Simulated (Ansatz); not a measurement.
# KVF$_{3}$: computed properties

Method: DFT r2SCAN, scalar-relativistic, plane waves, PAW (Ansatz 0.2.0).

Settings: cutoff 500 eV, Γ-centred mesh 8×8×8 on the computed 5-atom cell, Gaussian smearing of 0.02 eV; collinear spin from starting moments 0 2.48 0 0 0 μB.

The structure is relaxed at this level of theory with its symmetry kept. Whether it is the stable form of this composition wasn't checked.

```xyz
5
Lattice="4.1271 0.0000 0.0000 0.0000 4.1271 0.0000 0.0000 0.0000 4.1271" Properties=species:S:1:pos:R:3 pbc="T T T"
K     0.0000    0.0000    0.0000
V     2.0636    2.0636    2.0636
F     2.0636    2.0636    0.0000
F     0.0000    2.0636    2.0636
F     2.0636    0.0000    2.0636
```

(1) Formation energy from the elements' standard states (uncorrected)?

(2) Generalised Kohn–Sham band gap?

(3) Löwdin character of the top 1 eV of the valence band?

(4) Löwdin character of the lowest 1 eV of the conduction band?

(5) Electron masses at the edge by Cartesian direction of the standard setting (m_e; degenerate bands sorted by energy; no spin-orbit coupling)?

(6) Hole masses at the edge by Cartesian direction of the standard setting (m_e; degenerate bands sorted by energy; no spin-orbit coupling)?

(7) Bulk modulus?

(8) Its pressure derivative?

(9) Bader charges (e)?

(10) Total moment?

(11) Site moments (μB; atoms counted from 1 over the whole cell)?

The state reached may not be the lowest one.

Only this magnetic start was tried.

Results:

(1) -3.089 eV/atom.

(2) 1.61 eV, indirect from R to Γ.

(3) V 3d 92 %, F 2p 7 %.

(4) V 3d 78 %, K 4s 8 %.

(5) x: 0.53; y: 0.53; z: 0.53.

(6) x: over 30, 1.7, 1.7; y: over 30, 1.7, 1.7; z: over 30, 1.7, 1.7.

(7) 79 GPa.

(8) 4.7.

(9) K (1 in the cell) 0.90, V (1 in the cell) 1.60, F (3 in the cell) -0.83.

(10) 3.00 μB per cell.

(11) V (atom 2) 2.25.

Symmetry holds off the tilts and polar distortions that many cubic perovskites undergo.